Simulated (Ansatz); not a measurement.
**SiO⁺, doublet: reading a ladder of total energies**

Geometry: that of the SiO, triplet, kept fixed.

```xyz
2

Si    0.0000    0.0000    0.0000
O     0.0000    0.0000    1.7235
```

Basis cc-pVTZ; Ansatz 0.2.0. Only valence electrons are correlated (noble-gas cores frozen), which leaves 9 electrons in 58 orbitals. R marks a restricted (for open shells ROHF) determinant, U an unrestricted one.

Full CI isn't at hand for all of this; UCCSDT(Q) serves as the reference, and is uncertain by about the last step of the cluster series.

Runs differ by some tens of microhartree through their thresholds and, for an open shell, their frozen cores, so steps under 0.03 kcal/mol mean nothing.

```tsv
level	total energy (hartree)
UHF	-363.479593
UMP2	-363.732961
UCCSD	-363.755997
UCCSD(T)	-363.766601
UCCSDT	-363.767623
UCCSDT(Q)	-363.768315
```

**Question.** What is the correlation energy at UCCSDT(Q), and what share of it do UMP2 and UCCSD recover?

**Answer.** E(corr) = -363.768315 − (-363.479593) = -0.288722 hartree = -7.857 eV. UMP2: -0.253368 / -0.288722 = 87.76 %. UCCSD: -0.276404 / -0.288722 = 95.73 %.

**Question.** By how many kcal/mol does UCCSD(T) miss UCCSDT(Q) (1 hartree = 627.509 kcal/mol), and which steps make up the rest?

**Answer.** -363.766601 − (-363.768315) = 0.001714 hartree = 1.08 kcal/mol. Steps: UCCSDT − UCCSD(T) = -0.64, UCCSDT(Q) − UCCSDT = -0.43 kcal/mol. Differences between like states or geometries often cancel part of this.
